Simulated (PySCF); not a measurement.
Simulated P 1s region for triphosphine (`PPP`), binding energy against the vacuum level.

Every computed line was given a Gaussian of 0.7 eV full width at half maximum and an area set by the number of equivalent atoms; the highest printed point is 100. The calculation used PySCF 2.14.0, delta-SCF UKS SCAN, pcX-2 on the ionised atom, pcseg-1 elsewhere, spin-free X2C.

(binding energy (eV), intensity): (2149.0, 0), (2149.1, 1), (2149.2, 1), (2149.3, 4), (2149.4, 8), (2149.5, 15), (2149.6, 27), (2149.7, 43), (2149.8, 62), (2149.9, 81), (2150.0, 95), (2150.1, 100), (2150.2, 95), (2150.3, 81), (2150.4, 62), (2150.5, 43), (2150.6, 27), (2150.7, 15), (2150.8, 7), (2150.9, 3), (2151.0, 1), (2151.1, 0), (2151.2, 0)

Count the maxima, the lines and the sites behind this envelope.

The curve has 1 maximum (at 2150.1 eV). Under it lie 2 lines from 2 inequivalent phosphorus sites. At this width some lines have no maximum of their own.

Decompose the envelope and assign each component. Numbering: `[PH2:1][PH:2][PH2:3]`.

| position (eV) | relative area | line | atoms | environment |
| --- | --- | --- | --- | --- |
| 2149.98 | 1 | P 1s | P2 | three-coordinate phosphorus |
| 2150.16 | 2 | P 1s | P1/P3 | three-coordinate phosphorus |

The 2 P 1s values lie within 0.18 eV of each other; Gaussian lines of 0.5 eV full width would blend them into one maximum.

Shake-up satellites, vibrational structure and lifetime widths aren't simulated. Atoms equivalent by their bonding share one computed value, that of the first of them. Isolated species at its PBE0-D3(BJ)/def2-SVP geometry (one conformer only).

Conformer computed: `[PH2:1][PH:2][PH2:3]`: H–P1–P2–P3 87°, H–P1–P2–P3 180°, H–P3–P2–P1 -88°, H–P3–P2–P1 180°.
